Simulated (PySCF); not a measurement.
# One shape, several levels: triplet BH2Cl

Aim: a comparison of 6 runs (U-r2SCAN/STO-6G, UB2PLYP/STO-6G, NEVPT2(4,4)/STO-6G, UCISD/STO-6G, ROCCSD(T)/STO-6G, UCCSD(T)/STO-6G) of triplet BH2Cl. Input form: a Python script.

The results are computed with PySCF 2.14.0.

8 further runs of the same task are left out: 8 set aside as unsound or not needed.

**1. The system as given**

The species is BH2Cl (4 atoms), meant as a triplet with charge 0. As SMILES of the parent species, `BCl`. The shape is that of a PBE0-D4/def2-TZVP optimisation. That shape belongs to the parent species and isn't relaxed for this state.

Bond lengths: B1–Cl2 1.733 Å, B1–H3 1.190 Å, B1–H4 1.190 Å. Angles: Cl2–B1–H3 118.1°, Cl2–B1–H4 118.1°, H3–B1–H4 123.7°.

**2. The energy at U-r2SCAN/STO-6G (run 1)**

calc.py

```python
from pyscf import gto, dft

system = gto.Mole()
system.atom = '''
B     -0.220531     0.041007    -0.142296
Cl     2.579476    -0.747009     1.362870
H     -2.090415    -1.057302     0.454290
H     -0.163650     1.649353    -1.713226
'''
system.basis = 'sto-6g'
system.max_memory = 1860
system.unit = 'bohr'
system.spin = 2
system.verbose = 3
system.build()

calc0 = dft.UKS(system)
calc0.xc = 'r2scan'
calc0.conv_tol = 1e-10
calc0.grids.level = 5
calc0.kernel()
if not calc0.converged:
    calc0 = calc0.newton().run(calc0.mo_coeff, calc0.mo_occ)

energy = calc0.e_tot
print('E = %.10f Eh' % energy)
```

Run with:

```sh
OMP_NUM_THREADS=1 python calc.py
```

The log of the run:

```text
WARN: HOMO -0.0492414477818116 >= LUMO -0.320991802281968

WARN: HOMO -0.0228408597106985 >= LUMO -0.217857068233556

WARN: HOMO -0.0340942214127949 >= LUMO -0.220615304466289

WARN: HOMO -0.0375537404062264 >= LUMO -0.220364487777902

WARN: HOMO -0.0361788199749206 >= LUMO -0.220373171003649

WARN: HOMO -0.0362851051592598 >= LUMO -0.220482820115287

WARN: HOMO -0.0362763803011497 >= LUMO -0.220491034165376

WARN: HOMO -0.0362771027992023 >= LUMO -0.220492698972024

WARN: HOMO -0.036277082602903 >= LUMO -0.220493127531426

WARN: HOMO -0.0362768330170145 >= LUMO -0.220493305788504

WARN: HOMO -0.0362768063897028 >= LUMO -0.220493304445042

converged SCF energy = -484.409413852393  <S^2> = 2.0022206  2S+1 = 3.0014801
E = -484.4094138524 Eh
```

Wall time 5.7 s (1 thread of Arm Neoverse V1, shared host); peak memory 0.2 GiB.

**3. A single-point energy at UB2PLYP/STO-6G (run 2)**

mol.xyz

```xyz
4

B     -0.116700     0.021700    -0.075300
Cl     1.365000    -0.395300     0.721200
H     -1.106200    -0.559500     0.240400
H     -0.086600     0.872800    -0.906600
```

calc.py

```python
from pyscf import gto, dft, mp

mol = gto.Mole()
mol.atom = 'mol.xyz'
mol.basis = 'sto-6g'
mol.max_memory = 1860
mol.spin = 2
mol.verbose = 3
mol.build()

mf = dft.UKS(mol, xc='0.53*HF + 0.47*B88, 0.73*LYP')
mf.conv_tol = 1e-10
mf.grids.level = 5
mf.kernel()
if not mf.converged:
    mf = mf.newton().run(mf.mo_coeff, mf.mo_occ)

pt = mp.MP2(mf, frozen=6).run()
e_tot = mf.e_tot + 0.27 * pt.e_corr
print('PT2 part  %.8f' % (0.27 * pt.e_corr))
print(f'total energy: {e_tot:.8f} hartree')
```

Run with:

```sh
OMP_NUM_THREADS=1 python calc.py
```

The log of the run:

```text
WARN: HOMO 0.0354104003547996 >= LUMO -0.325009895117223

WARN: HOMO -0.132098909988725 >= LUMO -0.146287737021973

WARN: HOMO -0.11563841765166 >= LUMO -0.145956166416558

WARN: HOMO -0.123300883026108 >= LUMO -0.144958100799958

WARN: HOMO -0.119820606962593 >= LUMO -0.1443942361949

WARN: HOMO -0.118515797753552 >= LUMO -0.144843830878213

WARN: HOMO -0.118396005386949 >= LUMO -0.144850305183303

WARN: HOMO -0.118415701018552 >= LUMO -0.144877052877898

WARN: HOMO -0.118417513583502 >= LUMO -0.144875911910785

WARN: HOMO -0.118418290505797 >= LUMO -0.144876306181535

WARN: HOMO -0.118418289522046 >= LUMO -0.144876334459978

converged SCF energy = -484.172292701967  <S^2> = 2.0019228  2S+1 = 3.0012816
E(UMP2) = -484.226843934924  E_corr = -0.0545512329567556
E(SCS-UMP2) = -484.229082874373  E_corr = -0.0567901724054719
PT2 part  -0.01472883
total energy: -484.18702153 hartree
```

It took 4.2 s on 1 thread of Arm Neoverse V1, shared host; peak memory 0.19 GiB.

Run 3 isn't shown in full; the table further down has it.

**4. The energy at UCISD/STO-6G (run 4)**

run.py

```python
from pyscf import gto, scf, ci

mol = gto.Mole()
mol.atom = '''
B     -0.220531     0.041007    -0.142296
Cl     2.579476    -0.747009     1.362870
H     -2.090415    -1.057302     0.454290
H     -0.163650     1.649353    -1.713226
'''
mol.verbose = 3
mol.basis = 'sto-6g'
mol.max_memory = 1860
mol.unit = 'bohr'
mol.spin = 2
mol.build()

hf = scf.UHF(mol)
hf.conv_tol = 1e-10
hf.kernel()
if not hf.converged:
    hf = hf.newton().run(hf.mo_coeff, hf.mo_occ)

cisd = ci.CISD(hf, frozen=6)
cisd.kernel()
etot = cisd.e_tot
print('E = %.10f Eh' % etot)
```

Run with:

```sh
OMP_NUM_THREADS=1 python run.py
```

The log of the run:

```text
WARN: HOMO 0.13173917555766 >= LUMO -0.322787491486884

converged SCF energy = -483.565093189677  <S^2> = 2.003513  2S+1 = 3.0023411
E(UCISD) = -483.6249721192816  E_corr = -0.05987892960480479
E = -483.6249721193 Eh
```

It took 0.89 s on 1 thread of Arm Neoverse V1, shared host; peak memory 0.1 GiB.

Run 5 isn't shown in full; the table further down has it.

**5. The energy at UCCSD(T)/STO-6G (run 6)**

job.py

```python
from pyscf import gto, cc

mol = gto.M(
    atom=[
    ('B', (-0.116700, 0.021700, -0.075300)),
    ('Cl', (1.365000, -0.395300, 0.721200)),
    ('H', (-1.106200, -0.559500, 0.240400)),
    ('H', (-0.086600, 0.872800, -0.906600)),
],
    basis='sto-6g',
    verbose=3,
    max_memory=1860,
    spin=2,
)

calc0 = mol.UHF()
calc0.conv_tol = 1e-10
calc0.kernel()
if not calc0.converged:
    calc0 = calc0.newton().run(calc0.mo_coeff, calc0.mo_occ)

mycc = cc.CCSD(calc0, frozen=6)
mycc.kernel()
e_t = mycc.ccsd_t()
energy = mycc.e_tot + e_t
print('E(%s) = %.9f' % ('CCSD(T)', energy))
```

Run with:

```sh
OMP_NUM_THREADS=1 python job.py
```

The log of the run:

```text
WARN: HOMO 0.131739157026562 >= LUMO -0.32278754286714

converged SCF energy = -483.565093229281  <S^2> = 2.003513  2S+1 = 3.0023411
E(UCCSD) = -483.6265798949829  E_corr = -0.06148666570217826
UCCSD(T) correction = -0.000989056067429594
E(CCSD(T)) = -483.627568951
```

It took 1.1 s on 1 thread of Arm Neoverse V1, shared host; peak memory 0.12 GiB.

**6. All runs side by side**

```csv
run,level,frozen core orbitals,integration grid,energy (Eh),dipole moment (D) of the reference,HOMO energy (eV),⟨S²⟩,wall time
1,U-r2SCAN/STO-6G,–,5,-484.409414,0.06,-0.99,2.002,5.7 s
2,UB2PLYP/STO-6G,6,5,-484.187022,0.31,-3.22,2.002,4.2 s
3,"NEVPT2(4,4)/STO-6G",–,–,-483.608634,1.37,–,–,1.3 s
4,UCISD/STO-6G,6,–,-483.624972,1.44,-5.29,2.004,0.89 s
5,ROCCSD(T)/STO-6G,6,–,-483.627534,1.37,–,2.000,1 s
6,UCCSD(T)/STO-6G,6,–,-483.627569,1.44,-5.29,2.004,1.1 s
```

**7. Results**

| quantity | value |
| --- | --- |
| run 6: total energy | -483.62757 Eh |
| run 6: dipole moment (Hartree–Fock density) | 1.44 D |
| run 6: HOMO energy (Hartree–Fock orbitals) (highest over α and β) | -5.29 eV |
| run 6: LUMO energy (Hartree–Fock orbitals) (lowest over α and β) | -1.61 eV |
| run 6: correlation energy (6 core orbitals frozen) | -62.5 mEh |
| run 6: (T) correction | -0.99 mEh |
| run 6: ⟨S²⟩ of the reference determinant | 2.004 |
| run 6: T1 diagnostic | 0.022 |

Totals of different functionals can't be ranked against each other. In runs 1, 2, 3, 4, 5, 6 the basis is minimal, so the values are rough. All runs together took 14 s, the longest 5.7 s.
